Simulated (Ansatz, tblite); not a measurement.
# The cluster Te2Pd: one state, many levels

Aim: run the singlet of the cluster Te2Pd at one geometry on many levels, and compare frontier levels, spin and run time.

The runs use Ansatz 0.2.0, Gaussian basis; as each input shows.

Plan: GFN1-xTB, GFN2-xTB, PBE-D4/def2-TZVP, r2SCAN-D4/def2-TZVP, r2SCANh-D4/def2-TZVP, LC-ωPBE/def2-TZVP, BLYP-D4/def2-TZVP, B97M-V/def2-TZVP, B2PLYP/def2-TZVP, PBE+5HF/def2-TZVP, PBE+10HF/def2-TZVP, PBE+15HF/def2-TZVP, PBE+35HF/def2-TZVP, PBE+50HF/def2-TZVP, PBE-D4/def2-SVP, PBE0-D4/def2-SVP, PBE0-D4/def2-TZVPD, PBE-D4/def2-TZVPD, r2SCAN-D4/def2-TZVPD, CCSD(T)/def2-TZVPP, MP2/def2-TZVP.

2 further runs of the same task are left out: 2 that didn't finish. Runs told in other sessions of the task aren't counted.

### 1 The structure

The geometry is that of the singlet, from an earlier relaxation (r2SCAN-D4/def2-TZVP). At that level it is the lowest of the isomers that a small search found.

3 atoms, charge 0, spin multiplicity 1.

Bond lengths: Pd1–Te2 2.568 Å, Pd1–Te3 2.568 Å, Te2–Te3 2.678 Å. Angles: Te2–Pd1–Te3 62.8°, Pd1–Te2–Te3 58.6°, Pd1–Te3–Te2 58.6°.

Pd, Te take a core potential in the def2 sets. No spin-orbit coupling is included.

PBE0-D4/def2-TZVP was run before; its log isn't repeated, and its numbers join the tables.

### 2 GFN1-xTB

Tight binding, by tblite at 300 K electronic temperature and without a spin-polarisation term:

```python
tblite.interface.Calculator('GFN1-xTB', numbers, positions, charge=0, uhf=0).singlepoint()
```

Energy -326.8785 eV, HOMO -9.01 eV, LUMO -8.93 eV; 0.003 s.

### 3 GFN2-xTB

Tight binding, by tblite at 300 K electronic temperature and without a spin-polarisation term:

```python
tblite.interface.Calculator('GFN2-xTB', numbers, positions, charge=0, uhf=0).singlepoint()
```

Energy -291.7439 eV, HOMO -10.15 eV, LUMO -10.04 eV; 0.007 s.

### 4 PBE-D4/def2-TZVP

start.molden holds the orbitals of an earlier run on this state, given as this run's starting guess.

File in.yaml:

```yaml
crystal:
  periodic: [false, false, false]
  atoms:
    - {symbol: Pd, position_ang: [-0.803774, 0.909537, -0.812851]}
    - {symbol: Te, position_ang: [0.306785, 0.387809, 1.442525]}
    - {symbol: Te, position_ang: [0.496989, -1.297346, -0.629674]}
basis:
  gaussian: {orbitals: def2-TZVP, initial_orbitals: start.molden}
hamiltonian: {xc: pbe, dispersion: d4}
scf: {omitted_lower_state_checks: [starts]}
output: {forces: true, orbitals: {seedname: orbitals}}
```

Started as:

```bash
$ ansatz run in.yaml --threads 4 --pin off --events-out ev --progress --plain --max-ram 3916MiB
```

After this run come: r2SCAN-D4/def2-TZVP; r2SCANh-D4/def2-TZVP; LC-ωPBE/def2-TZVP; BLYP-D4/def2-TZVP; B97M-V/def2-TZVP; B2PLYP/def2-TZVP; PBE+5HF/def2-TZVP; PBE+10HF/def2-TZVP; PBE+15HF/def2-TZVP; PBE+35HF/def2-TZVP; PBE+50HF/def2-TZVP; PBE-D4/def2-SVP; PBE0-D4/def2-SVP; PBE0-D4/def2-TZVPD; PBE-D4/def2-TZVPD; r2SCAN-D4/def2-TZVPD; CCSD(T)/def2-TZVPP; MP2/def2-TZVP.

Before running them: what should the planned runs give, taken together? Wanted: gap in def2-TZVP, named functionals, smallest and largest; gap over the share of exact exchange; correlation energy, CCSD(T)/def2-TZVPP; correlation energy, MP2/def2-TZVP; binding an atom, functionals in def2-TZVP; PBE0 total energy, smallest basis above largest.

The runs gave:

| quantity | value |
| --- | --- |
| gap in def2-TZVP, named functionals, smallest and largest | 0.05 eV (B97M-V), 5.51 eV (LC-ωPBE) |
| gap over the share of exact exchange | 0.04 eV at 0.05, 2.96 eV at 0.5 |
| correlation energy, CCSD(T)/def2-TZVPP | -42.40 eV |
| correlation energy, MP2/def2-TZVP | -39.14 eV |
| binding an atom, functionals in def2-TZVP | 1.43 (LC-ωPBE) to 1.96 eV (PBE-D4) |
| PBE0 total energy, smallest basis above largest | 1.57 eV (def2-SVP, def2-TZVPD) |

Over the named functionals in def2-TZVP the gap runs from 0.05 eV (B97M-V) to 5.51 eV (LC-ωPBE); exact exchange widens it. Raising the share of exact exchange from 0.05 to 0.5 moves the HOMO by -1.75 eV and the LUMO by +1.17 eV. PBE-D4, BLYP-D4, r2SCAN-D4 leave an empty level below a filled one, so this occupation isn't an aufbau state there; left out of the range. Notes on CCSD(T)/def2-TZVPP and its Hartree-Fock reference, which MP2 shares: restricted state is unstable towards broken spin symmetry.
